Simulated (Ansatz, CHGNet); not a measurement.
C axis length (Å) of solids drawn from the class of elemental solids other than molecular ones, at two levels: the machine-learned potential CHGNet 0.3.0 (trained on PBE and PBE+U data), and r²SCAN (Ansatz, a quantum-chemistry and plane-wave program, PAW).

```csv
solid,CHGNet 0.3.0,r²SCAN,shift (%)
hcp Y,5.870,5.699,-2.91
hcp Sc,5.302,5.192,-2.07
hcp Co,4.039,4.019,-0.50
hcp Be,3.672,3.564,-2.94
hcp Cd,5.523,5.767,+4.42
hcp Ru,4.303,4.261,-0.98
hcp Lu,5.651,5.454,-3.49
hcp Hf,5.162,5.044,-2.29
```

The shifts run from -3.49 % to +4.42 %, with a median of -2.18 %.

Over all 8 rows r²SCAN is the larger in 1.

Ansatz's runs of these crystals have no spin polarisation, but for hcp Co. Meta-GGA and hybrid levels favour moments, which can bear on hcp Y, hcp Sc, hcp Co.

Density-functional runs with spin start from parallel moments for hcp Co.

Spin–orbit coupling is left out, also for the solids with elements from indium on (hcp Lu, hcp Hf); its size isn't shown.

Ansatz's density-functional and Hartree–Fock values are scalar-relativistic unless marked +SOC, with PAW data made under PBE.
